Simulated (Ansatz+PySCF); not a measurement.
Values are calculated unless marked as measured or tabulated.
A run of PySCF 2.14.0 on singlet HF at this shape:

```xyz
2

H     0.0000    0.0000   -0.8944
F     0.0000    0.0000    0.0994
```

Its results:

* Converged: yes
* Reference energy: -99.92370 hartree
* CCSD correlation energy: -0.20818 hartree
* Triples correction: -0.00199 hartree
* Total energy: -100.13387 hartree

Task: Which input gives this output? Name the method, the orbitals and the basis set, and write the input.

Result: RHF-CCSD(T) in def2-SVP. An unrestricted run that stays on the closed shell gives the same numbers.

```python
from pyscf import gto, scf, cc

mol = gto.M(atom="""
H 0.000000 0.000000 -0.894440
F 0.000000 0.000000 0.099380
""", basis='def2-svp', charge=0, spin=0)
mf = scf.RHF(mol)
mf.kernel()
mycc = cc.CCSD(mf, frozen=1).run()
et = mycc.ccsd_t()
print(mf.e_tot, mycc.e_corr, et, mycc.e_tot + et)
```
